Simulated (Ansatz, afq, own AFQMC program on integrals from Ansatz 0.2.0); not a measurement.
# F, doublet in def2-SVP, levels against full CI

A free F atom.

Basis def2-SVP. Only valence electrons are correlated. Ansatz 0.2.0 and our own AFQMC program on the same integrals; the CISD trial comes from CCSD amplitudes, and released means the phaseless constraint is let go. Uncertainties: one standard error, sampling alone.

Determinant: UHF, the one that the program's search chose, which needn't be the lowest solution.

Full CI on the same integrals is exact in this basis and with this determinant's frozen core.

```
T1 diagnostic                               : 0.0034
weight of the determinant in the CISD state : 0.970
⟨S²⟩ of the determinant                     : 0.752
size of the correlated space                : 7 electrons in 13 orbitals
```

```
  level  correlation energy (eV)
    MP2                  -3.7655
   CCSD                  -4.0749
CCSD(T)                  -4.0998
```

Q: Estimate where phaseless AFQMC with a CISD trial lies against CCSD(T) on the same integrals.

A: 0.05 ± 0.06 kcal/mol below CCSD(T). The gap is under twice the noise, so this walk alone can't tell the two apart.

Reference: full CI, correlation energy -4.105 eV. The released energy is read at 1.00 1/Eh, later times being too noisy (meV from the phaseless value at times in 1/Eh: -3.1 ± 0.7 at 0.24, -3.5 ± 0.6 at 0.50, -3.2 ± 0.6 at 1.00, -7 ± 4 at 1.50).

| level | E − E(reference) (kcal/mol) | share of correlation (%) |
| --- | --- | --- |
| CCSD(T) | 0.13 | 99.86 |
| CCSDT | 0.07 | 99.93 |
| CCSDT(Q) | 0.01 | 99.99 |
| ph-AFQMC/HF | 0.77 ± 0.30 | 99.18 |
| ph-AFQMC/CISD | 0.08 ± 0.06 | 99.92 |
| released AFQMC | 0.00 ± 0.01 | 100.00 |

CCSDT and higher add their correlation energy to the determinant of the CCSD(T) run, since their own runs factorise the integrals more tightly (a shift of under 2 meV). A walk keeps the symmetry of its determinant, which the program's search chose and which needn't be the lowest solution, so a lower state of the same spin and another symmetry isn't excluded. Released energies are given only where the last usable release times agree within the noise; a slower fall can still hide under it.
